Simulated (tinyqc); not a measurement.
UKS/LDA (PW92) in the sto-3g basis, for H2O+, spin multiplicity 2, step by step. One step of it, computed by the program tinyqc.

Question. Iteration 1: building the Kohn-Sham matrix. J_ij = sum D_kl (ij|kl) with D = D(alpha) + D(beta); F = H + J + V_xc; E = tr D H + tr D J / 2 + E_xc + E_nn.

D(alpha) at the start, order 1O 1s, 1O 2s, 1O 2px, 1O 2py, 1O 2pz, 2H 1s, 3H 1s:
```
[[0.593506, -0.019612, 0.214460, 0.076068, -0.275785, 0.122719, -0.293692],
 [-0.019612, 1.583671, -0.239222, -0.011710, 0.433989, -0.871430, -0.437321],
 [0.214460, -0.239222, 0.332612, -0.244955, -0.252619, -0.030958, -0.016037],
 [0.076068, -0.011710, -0.244955, 1.314920, -0.059644, -0.667485, 0.557681],
 [-0.275785, 0.433989, -0.252619, -0.059644, 0.805665, -0.369375, -0.602487],
 [0.122719, -0.871430, -0.030958, -0.667485, -0.369375, 1.767911, -0.142498],
 [-0.293692, -0.437321, -0.016037, 0.557681, -0.602487, -0.142498, 1.213775]]
```

D(beta) at the start, order 1O 1s, 1O 2s, 1O 2px, 1O 2py, 1O 2pz, 2H 1s, 3H 1s:
```
[[0.541790, 0.113013, 0.178579, 0.234326, -0.180726, -0.159621, -0.258198],
 [0.113013, 1.243552, -0.147207, -0.417563, 0.190208, -0.147365, -0.528346],
 [0.178579, -0.147207, 0.307718, -0.135155, -0.186667, -0.226847, 0.008589],
 [0.234326, -0.417563, -0.135155, 0.830627, -0.350540, 0.196520, 0.449063],
 [-0.180726, 0.190208, -0.186667, -0.350540, 0.630936, 0.149598, -0.667729],
 [-0.159621, -0.147365, -0.226847, 0.196520, 0.149598, 0.226479, 0.051282],
 [-0.258198, -0.528346, 0.008589, 0.449063, -0.667729, 0.051282, 1.189414]]
```

core Hamiltonian H = T + V (hartree), order 1O 1s, 1O 2s, 1O 2px, 1O 2py, 1O 2pz, 2H 1s, 3H 1s:
```
[[-32.736888, -7.616585, 0.000000, -0.002146, -0.017538, -1.969229, -1.646434],
 [-7.616585, -9.348839, 0.000000, -0.020410, -0.204843, -4.051684, -3.582426],
 [0.000000, 0.000000, -7.469019, 0.000000, 0.000000, 0.000000, 0.000000],
 [-0.002146, -0.020410, 0.000000, -7.649611, -0.010366, -2.273695, 2.081527],
 [-0.017538, -0.204843, 0.000000, -0.010366, -7.546551, -1.552510, -1.426334],
 [-1.969229, -4.051684, 0.000000, -2.273695, -1.552510, -5.260094, -1.493138],
 [-1.646434, -3.582426, 0.000000, 2.081527, -1.426334, -1.493138, -4.965521]]
```

Two-electron integrals (ij|kl) in chemists' order, unique and non-zero (hartree):
```
(11|11) 4.785065    (21|11) 0.741380    (21|21) 0.136873    (22|11) 1.118947
(22|21) 0.256633    (22|22) 0.817206    (31|31) 0.024477    (32|31) 0.037809
(32|32) 0.180518    (33|11) 1.115814    (33|21) 0.256684    (33|22) 0.817023
(33|33) 0.880159    (41|41) 0.024477    (42|41) 0.037809    (42|42) 0.180518
(43|43) 0.047444    (44|11) 1.115814    (44|21) 0.256684    (44|22) 0.817023
(44|33) 0.785270    (44|44) 0.880159    (51|51) 0.024477    (52|51) 0.037809
(52|52) 0.180518    (53|53) 0.047444    (54|54) 0.047444    (55|11) 1.115814
(55|21) 0.256684    (55|22) 0.817023    (55|33) 0.785270    (55|44) 0.785270
(55|55) 0.880159    (61|11) 0.193622    (61|21) 0.035411    (61|22) 0.065856
(61|33) 0.065734    (61|41) 0.001351    (61|42) 0.002516    (61|44) 0.065995
(61|51) 0.000884    (61|52) 0.001647    (61|54) 0.000171    (61|55) 0.065846
(61|61) 0.009278    (62|11) 0.439511    (62|21) 0.101927    (62|22) 0.355692
(62|33) 0.349932    (62|41) 0.006336    (62|42) 0.047020    (62|44) 0.361798
(62|51) 0.004149    (62|52) 0.030789    (62|54) 0.007770    (62|55) 0.355020
(62|61) 0.026814    (62|62) 0.186660    (63|31) 0.011041    (63|32) 0.062886
(63|43) 0.009937    (63|53) 0.006507    (63|63) 0.027629    (64|11) 0.253235
(64|21) 0.059529    (64|22) 0.221946    (64|33) 0.211724    (64|41) 0.014316
(64|42) 0.090977    (64|44) 0.238983    (64|51) 0.002145    (64|52) 0.018394
(64|54) 0.011343    (64|55) 0.214891    (64|61) 0.016400    (64|62) 0.141492
(64|64) 0.133759    (65|11) 0.165820    (65|21) 0.038980    (65|22) 0.145332
(65|33) 0.138639    (65|41) 0.002145    (65|42) 0.018394    (65|44) 0.143475
(65|51) 0.012445    (65|52) 0.074931    (65|54) 0.013104    (65|55) 0.153726
(65|61) 0.010739    (65|62) 0.092650    (65|64) 0.069495    (65|65) 0.073135
(66|11) 0.556526    (66|21) 0.131153    (66|22) 0.521560    (66|33) 0.500300
(66|41) 0.011220    (66|42) 0.111976    (66|44) 0.544509    (66|51) 0.007347
(66|52) 0.073323    (66|54) 0.028949    (66|55) 0.519255    (66|61) 0.034866
(66|62) 0.334068    (66|64) 0.289559    (66|65) 0.189606    (66|66) 0.774606
(71|11) 0.161469    (71|21) 0.029552    (71|22) 0.055031    (71|33) 0.054926
(71|41) -0.001139   (71|42) -0.002129   (71|44) 0.055152    (71|51) 0.000747
(71|52) 0.001396    (71|54) -0.000148   (71|55) 0.055023    (71|61) 0.007611
(71|62) 0.021640    (71|64) 0.012023    (71|65) 0.008677    (71|66) 0.027730
(71|71) 0.006464    (72|11) 0.386022    (72|21) 0.089615    (72|22) 0.315151
(72|33) 0.309855    (72|41) -0.005616   (72|42) -0.042592   (72|44) 0.320758
(72|51) 0.003683    (72|52) 0.027929    (72|54) -0.007150   (72|55) 0.314543
(72|61) 0.022767    (72|62) 0.134484    (72|64) 0.069690    (72|65) 0.065148
(72|66) 0.199205    (72|71) 0.019714    (72|72) 0.149463    (73|31) 0.009459
(73|32) 0.054764    (73|43) -0.008889   (73|53) 0.005829    (73|63) 0.018935
(73|73) 0.021502    (74|11) -0.230028   (74|21) -0.054100   (74|22) -0.203182
(74|33) -0.193927   (74|41) 0.012436    (74|42) 0.080829    (74|44) -0.218532
(74|51) -0.001952   (74|52) -0.017092   (74|54) 0.010305    (74|55) -0.196862
(74|61) -0.013121   (74|62) -0.073110   (74|64) -0.019437   (74|65) -0.034550
(74|66) -0.095647   (74|71) -0.012437   (74|72) -0.117043   (74|74) 0.112119
(75|11) 0.150833    (75|21) 0.035475    (75|22) 0.133230    (75|33) 0.127161
(75|41) -0.001952   (75|42) -0.017092   (75|44) 0.131638    (75|51) 0.010739
(75|52) 0.065971    (75|54) -0.011824   (75|55) 0.140743    (75|61) 0.009419
(75|62) 0.066693    (75|64) 0.033813    (75|65) 0.050743    (75|66) 0.108254
(75|71) 0.008155    (75|72) 0.076747    (75|74) -0.059419   (75|75) 0.060464
(76|11) 0.150387    (76|21) 0.035158    (76|22) 0.132051    (76|33) 0.129327
(76|41) -0.000063   (76|42) -0.000708   (76|44) 0.132271    (76|51) 0.002337
(76|52) 0.020249    (76|54) -0.000177   (76|55) 0.134417    (76|61) 0.009127
(76|62) 0.066852    (76|64) 0.043320    (76|65) 0.037434    (76|66) 0.119565
(76|71) 0.007638    (76|72) 0.060626    (76|74) -0.041369   (76|75) 0.034886
(76|76) 0.029034    (77|11) 0.520000    (77|21) 0.122682    (77|22) 0.494098
(77|33) 0.474029    (77|41) -0.010116   (77|42) -0.105158   (77|44) 0.515706
(77|51) 0.006634    (77|52) 0.068954    (77|54) -0.027328   (77|55) 0.491949
(77|61) 0.031055    (77|62) 0.213502    (77|64) 0.097567    (77|65) 0.113238
(77|66) 0.329568    (77|71) 0.027242    (77|72) 0.292638    (77|74) -0.261703
(77|75) 0.171603    (77|76) 0.119565    (77|77) 0.774606
```

nuclear repulsion = 9.30765414 hartree

V_xc(alpha) (hartree), order 1O 1s, 1O 2s, 1O 2px, 1O 2py, 1O 2pz, 2H 1s, 3H 1s:
```
[[-2.479674, -0.375728, -0.001990, -0.001817, 0.007629, -0.098229, -0.081941],
 [-0.375728, -0.766411, 0.036788, 0.008878, -0.011348, -0.332991, -0.294187],
 [-0.001990, 0.036788, -0.723218, 0.023547, 0.025238, 0.020867, 0.010123],
 [-0.001817, 0.008878, 0.023547, -0.799421, 0.002277, -0.217313, 0.200318],
 [0.007629, -0.011348, 0.025238, 0.002277, -0.765265, -0.145239, -0.129564],
 [-0.098229, -0.332991, 0.020867, -0.217313, -0.145239, -0.561071, -0.119538],
 [-0.081941, -0.294187, 0.010123, 0.200318, -0.129564, -0.119538, -0.524919]]
```

V_xc(beta) (hartree), order 1O 1s, 1O 2s, 1O 2px, 1O 2py, 1O 2pz, 2H 1s, 3H 1s:
```
[[-2.421014, -0.364837, -0.001783, -0.002996, 0.007224, -0.095291, -0.079621],
 [-0.364837, -0.740226, 0.035560, 0.018636, -0.005340, -0.310395, -0.287622],
 [-0.001783, 0.035560, -0.703704, 0.020887, 0.023719, 0.020801, 0.010082],
 [-0.002996, 0.018636, 0.020887, -0.765679, 0.014008, -0.192484, 0.199847],
 [0.007224, -0.005340, 0.023719, 0.014008, -0.740382, -0.128881, -0.127093],
 [-0.095291, -0.310395, 0.020801, -0.192484, -0.128881, -0.468164, -0.113040],
 [-0.079621, -0.287622, 0.010082, 0.199847, -0.127093, -0.113040, -0.521275]]
```

E_xc = sum of w rho eps_xc = -6.33588605 hartree

Give: Coulomb J; F(alpha); F(beta); total energy of this density.

Answer.

Coulomb J (hartree), order 1O 1s, 1O 2s, 1O 2px, 1O 2py, 1O 2pz, 2H 1s, 3H 1s:
```
[[12.7868, 2.5384, -0.0158, -0.0045, -0.0001, 0.6550, 0.5479],
 [2.5384, 6.8626, -0.1430, -0.0598, 0.1285, 3.0364, 2.7334],
 [-0.0158, -0.1430, 6.7638, -0.0411, -0.0451, -0.0677, -0.0433],
 [-0.0045, -0.0598, -0.0411, 6.9601, -0.0144, 1.9107, -1.8235],
 [-0.0001, 0.1285, -0.0451, -0.0144, 6.8497, 1.3032, 1.2170],
 [0.6550, 3.0364, -0.0677, 1.9107, 1.3032, 4.7302, 1.1631],
 [0.5479, 2.7334, -0.0433, -1.8235, 1.2170, 1.1631, 4.6733]]
```

F(alpha) (hartree), order 1O 1s, 1O 2s, 1O 2px, 1O 2py, 1O 2pz, 2H 1s, 3H 1s:
```
[[-22.4298, -5.4539, -0.0178, -0.0085, -0.0100, -1.4125, -1.1805],
 [-5.4539, -3.2527, -0.1062, -0.0713, -0.0877, -1.3483, -1.1432],
 [-0.0178, -0.1062, -1.4285, -0.0175, -0.0199, -0.0469, -0.0332],
 [-0.0085, -0.0713, -0.0175, -1.4889, -0.0224, -0.5803, 0.4584],
 [-0.0100, -0.0877, -0.0199, -0.0224, -1.4621, -0.3945, -0.3389],
 [-1.4125, -1.3483, -0.0469, -0.5803, -0.3945, -1.0910, -0.4496],
 [-1.1805, -1.1432, -0.0332, 0.4584, -0.3389, -0.4496, -0.8172]]
```

F(beta) (hartree), order 1O 1s, 1O 2s, 1O 2px, 1O 2py, 1O 2pz, 2H 1s, 3H 1s:
```
[[-22.3711, -5.4430, -0.0176, -0.0097, -0.0105, -1.4095, -1.1782],
 [-5.4430, -3.2265, -0.1075, -0.0615, -0.0817, -1.3257, -1.1367],
 [-0.0176, -0.1075, -1.4090, -0.0202, -0.0214, -0.0469, -0.0333],
 [-0.0097, -0.0615, -0.0202, -1.4551, -0.0107, -0.5554, 0.4579],
 [-0.0105, -0.0817, -0.0214, -0.0107, -1.4373, -0.3782, -0.3364],
 [-1.4095, -1.3257, -0.0469, -0.5554, -0.3782, -0.9981, -0.4431],
 [-1.1782, -1.1367, -0.0333, 0.4579, -0.3364, -0.4431, -0.8135]]
```

total energy of this density = -57.115381 hartree
